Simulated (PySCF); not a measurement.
**NO₂(OH): how level, basis and relativity move the structure**

Each row is its own optimisation.

Each entry is the lowest minimum that a search over a few typed start shapes (and spin states, where more than one is plausible) found, or that minimum re-optimised at the stated level; isomers with ligand–ligand bonds, or fragments after loss of a ligand pair, can lie lower. Open shells are unrestricted; no spin–orbit coupling; PySCF with density fitting.

| level | 2S+1 | point group | mean bond to N (Å) | polar-tensor charge of N | dipole (D) | lowest ω (cm⁻¹) | distinct angles (°) |
| --- | --- | --- | --- | --- | --- | --- | --- |
| B3LYP/def2-TZVP (no relativity) | 1 | Cs | 1.270 | 1.52 | 2.34 | 486 | 103/114/116/130 |
| PBE/def2-TZVP (no relativity) | 1 | Cs | 1.287 | 1.45 | 2.13 | 477 | 102/114/115/131 |
| PBE0/def2-TZVP (no relativity) | ? | ? | ? | ? | ? | ? | ? |

Task: Fill in the row of PBE0/def2-TZVP (no relativity).

Result: 2S+1: 1; point group: Cs; mean bond to N (Å): 1.257; polar-tensor charge of N: 1.55; dipole (D): 2.42; lowest ω (cm⁻¹): 505; distinct angles (°): 103/114/116/130.

Across these levels the mean bond spreads over 0.030 Å and the highest wavenumber over 167 cm⁻¹; all give the same point group.

Levels that gave another bonding pattern or an unsound solution are left out.
